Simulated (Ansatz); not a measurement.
This script makes vertical spin-state energies of C2H3ClS, SMILES S=CCCl with Ansatz's Python interface.

The script, `c2h3cls.py`:
```python
"""Vertical spin-state energies of C2H3ClS."""

from dataclasses import dataclass

import ansatz as az


@dataclass
class Settings:
    basis: str = "def2-SVPD"
    xc: str = "pbe0"
    dispersion: str = "d4"


cfg = Settings()

geometry_ang = [
    ("S", (-1.1965, -1.2871, 1.4207)),
    ("C", (-0.7307, 0.0316, 0.4554)),
    ("C", (0.5684, 0.0217, -0.2597)),
    ("Cl", (0.3723, 0.2552, -1.9837)),
    ("H", (-1.3324, 0.9405, 0.3163)),
    ("H", (1.1527, -0.8964, -0.104)),
    ("H", (1.2275, 0.8664, 0.1091)),
]
c2h3cls = az.Crystal.molecule()
for symbol, xyz in geometry_ang:
    c2h3cls = c2h3cls.atom(symbol, xyz)

setup = (
    c2h3cls.calculation()
    .basis(gaussian=cfg.basis)
    .functional(cfg.xc, dispersion=cfg.dispersion)
)
found = {}
for unpaired in [0, 2]:
    rep = setup.spin("collinear", total=unpaired).run(threads=1, pin="off").report
    s = unpaired / 2
    found[unpaired] = rep["free_energy_ev"]
    print(f"2S+1 = {unpaired + 1}: E = {found[unpaired]:.5f} eV, <S^2> = {abs(rep['mean_field']['state']['spin_squared']):.3f} (pure state {s * (s + 1):.2f})")
lowest = min(found, key=found.get)
for unpaired, e in found.items():
    print(f"multiplicity {unpaired + 1}: {23.060548 * (e - found[lowest]):.1f} kcal/mol above the lowest")
```

Which spin state is lowest at this geometry, and how far above lie the others?

In order: multiplicity 1 (+0.00 eV) and multiplicity 3 (+1.57 eV), all at the one geometry.

What the script printed:

```console
$ python c2h3cls.py
2S+1 = 1: E = -25461.15723 eV, <S^2> = 0.000 (pure state 0.00)
2S+1 = 3: E = -25459.58800 eV, <S^2> = 2.008 (pure state 2.00)
multiplicity 1: 0.0 kcal/mol above the lowest
multiplicity 3: 36.2 kcal/mol above the lowest
```

Caveats:
- Total energies depend on the basis set; only differences at equal settings carry meaning.
- The geometry is a force-field or estimated start, not a minimum of this method, and the basis set is short of its limit. All parts are taken at fixed geometry, without zero-point energy.
- Hardware and time: 16 s on 1 thread of Arm Neoverse V2, on a shared host, peak memory 0.38 GiB.

(Lines on the test bed's own set-up are left out of the output.)
